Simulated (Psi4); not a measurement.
# C2H3Si (SMILES [C]#C[SiH3]) at UHF/3-21G (sweep point 2)

What is the vertical doublet–quartet gap of C2H3Si at UHF/3-21G (sweep point 2)? 

Program for the calculation: Psi4 1.11.

### Step 1. The molecule

C2H3Si: 6 atoms, total charge 0, spin state doublet. SMILES: `[C]#C[SiH3]`. Geometry: relaxed at PBE0-D4/def2-TZVP.

Bond lengths: C1–C2 1.212 Å, C2–Si3 1.827 Å, Si3–H4 1.482 Å, Si3–H5 1.482 Å, Si3–H6 1.482 Å. Angles: C1–C2–Si3 179.9°, C2–Si3–H4 108.8°, C2–Si3–H5 108.8°, C2–Si3–H6 108.8°, H4–Si3–H5 110.1°, H4–Si3–H6 110.1°, H5–Si3–H6 110.1°.

### Step 2. A single-point energy at UHF/3-21G (sweep point 2)

The input, job.dat:

```
memory 1600 mb

molecule {
  0 2
  C      1.099800    -1.943700     1.067500
  C      0.563900    -0.994100     0.538900
  Si    -0.246300     0.437400    -0.257000
  H     -1.451000    -0.035700    -0.979200
  H      0.706200     1.059100    -1.207200
  H     -0.630600     1.412800     0.790800
  symmetry c1
}

set {
  basis     3-21G
  reference uhf
  puream    true
  scf_type  pk
  maxiter   150
}

E, wfn = energy("hf", return_wfn=True)
```

On the command line:

```sh
psi4 -i job.dat -o job.out -n 1
```

job.out:

```text
[...]
  Running in c1 symmetry.
[...]
  Nuclear repulsion =   76.367132930564821
[...]
  Multiplicity = 2
[...]
  Nalpha       = 15
  Nbeta        = 14
[...]
    Number of basis functions: 37
[...]
   @UHF iter   1:  -364.23925933115009   -9.98693e-01   6.69737e-03 ADIIS/DIIS
[...]
   @UHF iter  13:  -364.30183235082092   -1.02246e-07   5.02648e-07 DIIS
[...]
   @S^2 Observed:                1.210294306E+00
[...]
    Orbital Energies [Eh]
    ---------------------
    Alpha Occupied:
       1A    -68.323083     2A    -11.245987     3A    -11.171055
       4A     -6.131223     5A     -4.227434     6A     -4.227027
       7A     -4.227027     8A     -1.062543     9A     -0.782085
      10A     -0.634420    11A     -0.534349    12A     -0.501844
      13A     -0.501823    14A     -0.447607    15A     -0.447600
    Alpha Virtual:
      16A      0.143929    17A      0.143937    18A      0.171881
      19A      0.291511    20A      0.291543    21A      0.319032
      22A      0.415837    23A      0.474296    24A      0.474296
      25A      0.523855    26A      0.644431    27A      0.938473
[...]
  @UHF Final Energy:  -364.30183235082092
   => Energetics <=
    Nuclear Repulsion Energy =             76.3671329305648214
    One-Electron Energy =                -653.1280720082553444
    Two-Electron Energy =                 212.4591067268696065
    Total Energy =                       -364.3018323508209164
  UHF NO Occupations:
  HONO-2 :   13  A 1.8799250
  HONO-1 :   14  A 1.8799213
[...]
 Multipole Moments:
 ------------------------------------------------------------------------------------
     Multipole            Electronic (a.u.)      Nuclear  (a.u.)        Total (a.u.)
 ------------------------------------------------------------------------------------
 L = 1.  Multiply by 2.5417464519 to convert [e a0] to [Debye]
 Dipole X            :          1.8232636           -1.8970314           -0.0737677
 Dipole Y            :         -3.2230899            3.3529337            0.1298439
 Dipole Z            :          1.7921031           -1.8642941           -0.0721910
 Magnitude           :                                                    0.1658694
[...]
```

Run time: 3.3 s. Hardware: 1 thread of AMD EPYC 7R43 (Zen 3), shared host; peak memory 0.18 GiB.

### Step 3. The quartet at the same level

The input, job.dat:

```
memory 1600 mb

molecule m {
  0 4
  C      1.099800    -1.943700     1.067500
  C      0.563900    -0.994100     0.538900
  Si    -0.246300     0.437400    -0.257000
  H     -1.451000    -0.035700    -0.979200
  H      0.706200     1.059100    -1.207200
  H     -0.630600     1.412800     0.790800
  units angstrom
  symmetry c1
}

set basis 3-21G
set reference uhf
set puream true
set scf_type pk
set maxiter 150

e, wfn = energy("scf", return_wfn=True)
```

On the command line:

```sh
psi4 job.dat job.out -n 1
```

job.out:

```text
[...]
  Running in c1 symmetry.
[...]
  Nuclear repulsion =   76.367132930564821
[...]
  Multiplicity = 4
[...]
  Nalpha       = 16
  Nbeta        = 13
[...]
    Number of basis functions: 37
[...]
   @UHF iter   1:  -364.00143395524987   -7.60868e-01   6.95799e-03 ADIIS/DIIS
[...]
   @UHF iter  14:  -364.14053890241996   -8.10235e-09   6.68324e-07 DIIS
[...]
   @S^2 Observed:                3.883380793E+00
[...]
    Orbital Energies [Eh]
    ---------------------
    Alpha Occupied:
       1A    -68.319151     2A    -11.249970     3A    -11.196852
       4A     -6.125491     5A     -4.222053     6A     -4.221551
       7A     -4.220675     8A     -1.128903     9A     -0.799230
      10A     -0.664499    11A     -0.598786    12A     -0.559384
      13A     -0.508387    14A     -0.493117    15A     -0.461000
      16A     -0.240286
    Alpha Virtual:
      17A      0.128638    18A      0.170036    19A      0.229528
      20A      0.274332    21A      0.310407    22A      0.408182
      23A      0.476745    24A      0.479451    25A      0.508376
[...]
  @UHF Final Energy:  -364.14053890241996
   => Energetics <=
    Nuclear Repulsion Energy =             76.3671329305648214
    One-Electron Energy =                -652.8467404859579801
    Two-Electron Energy =                 212.3390686529731965
    Total Energy =                       -364.1405389024199621
  UHF NO Occupations:
  HONO-2 :   14  A 1.0000000
  HONO-1 :   15  A 1.0000000
[...]
 Multipole Moments:
 ------------------------------------------------------------------------------------
     Multipole            Electronic (a.u.)      Nuclear  (a.u.)        Total (a.u.)
 ------------------------------------------------------------------------------------
 L = 1.  Multiply by 2.5417464519 to convert [e a0] to [Debye]
 Dipole X            :          1.8942178           -1.8970314           -0.0028136
 Dipole Y            :         -3.3498507            3.3529337            0.0030830
 Dipole Z            :          1.8477935           -1.8642941           -0.0165006
 Magnitude           :                                                    0.0170203
[...]
```

Run time: 4.5 s. Hardware: 1 thread of AMD EPYC 7R43 (Zen 3), shared host; peak memory 0.17 GiB.

### Step 4. What came out

At UHF/3-21G (sweep point 2):

| quantity | value |
| --- | --- |
| doublet: total energy | -364.30183 Eh |
| doublet: dipole moment | 0.42 D |
| doublet: HOMO energy (highest over α and β) | -11.25 eV |
| doublet: LUMO energy (lowest over α and β) | 1.63 eV |
| doublet: ⟨S²⟩ | 1.210 |
| quartet: total energy | -364.14054 Eh |
| quartet: dipole moment | 0.04 D |
| quartet: HOMO energy (highest over α and β) | -6.54 eV |
| quartet: LUMO energy (lowest over α and β) | 0.65 eV |
| quartet: ⟨S²⟩ | 3.883 |
| vertical energy of the quartet above the doublet | 4.389 eV |

At this shape the quartet lies 4.39 eV (423 kJ/mol) above the doublet. ⟨S²⟩ (doublet) is 1.21 where a pure doublet has 0.75: the reference is spin-contaminated. ⟨S²⟩ (quartet) is 3.88 where a pure quartet has 3.75: the reference is spin-contaminated.
